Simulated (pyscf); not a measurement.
A first-order saddle from PySCF, ωB97X-D3(BJ)/def2-SVP:

```xyz
10

O     -0.7396     1.5337    -0.8644
Si    -0.8003    -0.0245    -0.3063
O      0.0273    -0.7870    -1.5059
O     -2.4056    -0.2065     0.0238
F     -0.4137    -1.4777     0.7747
H     -1.2711     2.1736    -0.3793
H      0.1787    -0.1913    -2.2502
H     -2.6394    -1.0333     0.4597
Cl     0.4551     0.7072     1.7027
H      0.1396    -0.7324     1.5389
```
Charge 0, spin multiplicity 1.

Surface: singlet, charge 0. Lowest wavenumbers (cm⁻¹): 580i, 42, 156, 251, 273.

Question: Which two sides does it connect, and which bonds change?

Answer: HO–Si(OH)(OH)–F + hydrogen chloride (HCl) <-> HO–Si(OH)(OH)–Cl + hydrogen fluoride (HF), a four-centre exchange read from left to right: F–Si, Cl–H broken and Cl–Si, F–H formed. At ωB97M-D3(BJ)/def2-TZVP it lies +1.54 eV from the left side and +0.99 eV from the right (each side as separated species at their lowest minima found). On the reactant side the descent ends in a complex, 0.21 eV under the separated species and 1.71 eV under the saddle at ωB97X-D3(BJ)/def2-TZVP. On the product side the descent ends in a complex, 0.30 eV under the separated species and 1.34 eV under the saddle at ωB97X-D3(BJ)/def2-TZVP. One saddle was located; it need not be the lowest between these sides.
